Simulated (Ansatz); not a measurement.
**SiH$_{2}$O, triplet: from triple and quadruple zeta to the limit**

```yaml
atoms:
  - { symbol: O, position_ang: [-0.9112, -0.2316, 0.0000] }
  - { symbol: H, position_ang: [-1.1605, 0.6949, 0.0000] }
  - { symbol: H, position_ang: [0.2428, -0.2316, 0.0000] }
  - { symbol: Si, position_ang: [1.8288, -0.2316, 0.0000] }
```

Connectivity, by distances: OH ··· Si, 1 bridging H.

Ansatz 0.2.0, UHF determinant, valence electrons correlated. Energies in eV.

```tsv
set	X	functions	Hartree–Fock	MP2 correlation	CCSD(T) correlation	time
def2-TZVPP	3	101	-9927.9227	-9.1613	-10.1522	16 s on 1 × NVIDIA H100 80GB HBM3 with 1 thread of AMD EPYC 7R13 Processor (Zen 3), with other jobs on the host
def2-QZVPP	4	187	-9928.2602	-9.8854	-10.8025	25 s on 1 × NVIDIA H100 80GB HBM3 with 1 thread of AMD EPYC 7R13 Processor (Zen 3), with other jobs on the host
```

Hartree–Fock is taken to follow E(X) = E∞ + A·exp(−7.88·√X), correlation E(X) = E∞ + B·X^−2.97.

Cautions: lower spins were not checked.

Question: Work out the CCSD(T) energy at the limit, and how far the shortcut misses it that extrapolates MP2 and adds CCSD(T) minus MP2 from the smaller set.

Answer: Hartree–Fock: E∞ = E4 + 0.1377·(E4 − E3) = -9928.3067. Correlation: E∞ = E4 + 0.7407·(E4 − E3) = -11.2842 for CCSD(T) and -10.4217 for MP2. The limit is -9939.5909 eV, 0.528 eV below def2-QZVPP. The shortcut gives a correlation energy of -10.4217 + (-0.9908) = -11.4126, 128 meV lower than the direct value.

Past Ne part of the Hartree–Fock step between the two sets comes from the cores, which don't follow the formula, so the 46 meV that it adds to the total can overshoot; that part largely cancels in differences.
